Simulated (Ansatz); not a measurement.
## Which isomer of CH2NSi gives these data?

These gas-phase data were calculated for one isomer of CH2NSi at PBE0-D3(BJ)/def2-SVP (harmonic, unscaled wavenumbers; equilibrium rotational constants with average atomic masses):

* rotational constants: 130.8, 5.202, 5.075 GHz
* all wavenumbers above 1500 cm⁻¹: 2310, 2280, 2248

Candidates:

(1) `[C]#[N+][SiH2-]`, a doublet
(2) `[CH2]N=[Si]`, a doublet
(3) `N#C[SiH2]`, a doublet

Task: Which candidate do the data belong to? Where the bands don't settle it, estimate the moments of inertia from typical bond lengths.

Result: Candidate (3). The band at 2310 cm⁻¹ lies where the Si–H stretch is expected; (2) has no mode between 2000 and 2380 cm⁻¹. The rotational constants decide the rest: (1) would give 128.5, 5.909, 5.753 GHz.

The same quantities for all candidates:

```tsv
	rotational constants (GHz)	wavenumbers above 1500 cm⁻¹	E above the lowest, PBE0-D3(BJ)/def2-SVP (kcal/mol)
(1)	128.5, 5.909, 5.753	2266, 2232, 2181	15.0
(2)	282.8, 5.723, 5.609	3186, 3084, 1535	0.0
(3)	130.8, 5.202, 5.075	2310, 2280, 2248	8.7
```

Harmonic stretches to hydrogen usually lie a few per cent above observed fundamentals. Each candidate is one conformer. Open shells are spin-unrestricted. Programs: Ansatz 0.2.0.
